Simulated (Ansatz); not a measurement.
Input for Ansatz (development build ahead of 0.2.0):

```yaml
crystal:
  periodic: [false, false, false]
  atoms:
    - { symbol: C, position_ang: [-0.00911, 0.03515, -0.69717] }
    - { symbol: "N", position_ang: [0.00849, 0.0677, 0.74651] }
    - { symbol: H, position_ang: [0.00783, -0.97948, -1.154] }
    - { symbol: H, position_ang: [-0.8892, 0.57027, -1.07797] }
    - { symbol: H, position_ang: [0.87394, 0.5692, -1.08831] }
    - { symbol: H, position_ang: [-0.81601, -0.42722, 1.1234] }
    - { symbol: H, position_ang: [0.81296, -0.41937, 1.13056] }
basis:
  gaussian: { orbitals: cc-pVDZ }
hamiltonian:
  xc: hf
correlation:
  method: mp2
  frozen_orbitals: { C: 1, H: 0, "N": 1 }
```

The input is written out in the form of the current development build from the run's settings.

Results

```yaml
Converged: yes
Reference_energy: -95.22062 hartree
Correlation_energy: -0.32611 hartree
Total_energy: -95.54674 hartree
Spin_squared_of_the_determinant: 0.000
```
